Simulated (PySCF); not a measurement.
Ligands exchanged one at a time, Si H-Cl. Gas-phase values, no solvent. Strings in code marks are SMILES.

The numbers are results of r2SCAN-D4/def2-TZVP in PySCF, not measurements. All candidates: neutral, multiplicity 1. Excitations are Tamm–Dancoff values on a coarser integration grid. The basis has no diffuse functions, so Rydberg states are missing or too high.

```yaml
HOMO–LUMO gap: 7.23 eV
S1 excitation (TDA): 7.34 eV
dipole_moment: 0.00 D
```

Question: Which member has these values?
(A) `Cl[Si](Cl)(Cl)Cl`
(B) `[SiH3]Cl`
(C) `Cl[SiH](Cl)Cl`
(D) `Cl[SiH2]Cl`

Answer: A, `Cl[Si](Cl)(Cl)Cl`. The others give `Cl[SiH](Cl)Cl`: 7.62 eV, 7.75 eV, 0.75 D; `[SiH3]Cl`: 7.49 eV, 7.51 eV, 1.22 D; `Cl[SiH2]Cl`: 7.57 eV, 7.60 eV, 1.11 D
